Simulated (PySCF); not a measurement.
oxygen (O2), SMILES O=O (connectivity only; charge and spin as stated), neutral, multiplicity 3. Geometry optimised at PBE-D3(BJ)/def2-TZVPD.

All values below come from PBE-D3(BJ)/def2-TZVPD run with PySCF.

Harmonic wavenumbers (cm⁻¹): 1555. Rotational constants (GHz): 42.56 (linear); symmetry number 2.

Question: Work out the zero-point energy and the ideal-gas rigid-rotor harmonic-oscillator thermochemistry at 298.15 K and 1 atm.

Answer: ZPE = ½ Σ hcν = ½ × 1555 cm⁻¹ = 9.30 kJ/mol. H − E(el) = 17.99 kJ/mol. Entropy in J/(mol K): translation 151.97, rotation 43.99, vibration 0.04, spin 9.13, total 205.13. G − E(el) = -43.17 kJ/mol. Cp = 29.36 J/(mol K).
